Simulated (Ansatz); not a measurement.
**AlNH2 (quintet): from Hartree-Fock to the top rungs, def2-QZVPP**

One table from this session's results is given with a row withheld; the runs are named, their logs left out.

The runs use Ansatz 0.2.0, Gaussian basis; def2-QZVPP, core rule «outside noble gas», up to 6 orbitals frozen.

To be run: UHF; ROHF; CCSD(T) on UHF.

2 further runs of the same task are left out: 2 set aside as unsound or not needed.

## What is computed

The geometry is a PBE0/def2-TZVP stationary point (not a proven minimum) of the parent state, kept for this charge and spin.

4 atoms, charge 0, spin multiplicity 5.

Atoms are counted from 1 here; the program's logs count them from 0.

Bond lengths: Al1–N2 1.882 Å, Al1–H3 1.583 Å, Al1–H4 1.583 Å. Angles: N2–Al1–H3 118.0°, N2–Al1–H4 118.0°, H3–Al1–H4 123.9°.

The first run:

Contents of in.yaml:

```yaml
crystal:
  periodic: [false, false, false]
  atoms:
    - {symbol: Al, position_ang: [0.000000, 0.000000, 0.578264]}
    - {symbol: N, position_ang: [0.000000, 0.000000, -1.304184]}
    - {symbol: H, position_ang: [0.000000, 1.396938, 1.321934]}
    - {symbol: H, position_ang: [0.000000, -1.396938, 1.321934]}
basis:
  gaussian: {orbitals: "def2-QZVPP.json"}
magnetization: {spin_polarized: true, initial_magnetization: 4}
hamiltonian: {xc: hf}
output: {orbitals: {seedname: orbitals}}
```

The run is started by

```
$ ansatz run in.yaml --threads 1 --pin off --events-out ev --progress --plain --max-ram 2393MiB
```

Among the steps run: UHF; ROHF; CCSD(T) on UHF.

One table of the session follows, with a row left open; its other results are not shown here.

| method | from UCCSD(T) (meV) |
| --- | --- |
| ROHF | +6518.1 |
| UHF | +6355.8 |
| UMP2 | +1193.3 |
| UCCSD | ? |
| UCCSD(T) | 0 |

Estimate the missing values for UCCSD.

**Answer.** from UCCSD(T) (meV): +210.2. In the column «from UCCSD(T) (meV)» it lies between UCCSD(T) (0) and UMP2 (+1193.3).
